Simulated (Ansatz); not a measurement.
# Al₂H₄ (SMILES [AlH2][AlH2]): single points off equilibrium

An exercise on one series of results from a longer session: the logs are not shown, and one member is left open.

Program: Ansatz 0.2.0, Gaussian basis. Level of theory: single points in def2-TZVPP. These are calculated values, not measurements.

Correlated methods freeze the cores.

### The system as given

SMILES `[AlH2][AlH2]`, 6 atoms, charge 0, spin multiplicity 1.

Atoms are counted from 1 here; the program's logs count them from 0.

Bond lengths: Al1–Al2 2.506 Å, Al1–H3 1.581 Å, Al1–H4 1.623 Å, Al2–H5 1.674 Å, Al2–H6 1.455 Å. Angles: Al2–Al1–H3 121.4°, Al2–Al1–H4 125.9°, H3–Al1–H4 112.5°, Al1–Al2–H5 124.2°, Al1–Al2–H6 125.6°, H5–Al2–H6 110.1°.

As a file:

```xyz
6
charge 0, multiplicity 1
Al   -0.6756   -1.0665   -0.1412
Al    0.6240    1.0581    0.1397
H    -2.0585   -1.2899    0.5908
H    -0.1840   -2.3816   -0.9545
H     2.0633    1.3921   -0.6479
H     0.1991    2.2140    0.9151
```

Set-up of the first run:

Input file run/in.yaml:

```yaml
crystal:
  periodic: [false, false, false]
  atoms:
    - {symbol: Al, position_ang: [-0.675600, -1.066500, -0.141200]}
    - {symbol: Al, position_ang: [0.624000, 1.058100, 0.139700]}
    - {symbol: H, position_ang: [-2.058500, -1.289900, 0.590800]}
    - {symbol: H, position_ang: [-0.184000, -2.381600, -0.954500]}
    - {symbol: H, position_ang: [2.063300, 1.392100, -0.647900]}
    - {symbol: H, position_ang: [0.199100, 2.214000, 0.915100]}
basis:
  gaussian: {orbitals: def2-TZVPP}
correlation: {method: ccsd_t}
output: {forces: true}
```

The command line of these runs was not kept.

Steps of the session up to this table: CCSD(T)/def2-TZVPP; PBE0-D4/def2-TZVPP; wB97M-V/def2-TZVPP; r2SCAN-D4/def2-TZVPP; PBE-D4/def2-TZVPP; r2SCAN0-D4/def2-TZVPP; B97M-V/def2-TZVPP.

One table of the session follows, with a row left open; its other results are not shown here.

| method | RMS force component (eV/Å) | angle to CCSD(T) forces (°) | dipole (D) |
| --- | --- | --- | --- |
| CCSD(T) | 0.913 | reference | 0.39 |
| PBE0-D4 | 0.904 | 2.6 | 0.38 |
| wB97M-V | 0.885 | 3.3 | 0.42 |
| r2SCAN-D4 | 0.902 | 1.8 | 0.39 |
| PBE-D4 | ? | ? | ? |
| r2SCAN0-D4 | 0.907 | 1.3 | 0.40 |
| B97M-V | 0.870 | 1.5 | 0.45 |

Estimate the missing values for PBE-D4.

**Answer.** RMS force component (eV/Å): 0.898; angle to CCSD(T) forces (°): 6.8; dipole (D): 0.37. In the column «RMS force component (eV/Å)» it lies between wB97M-V (0.885) and r2SCAN-D4 (0.902).
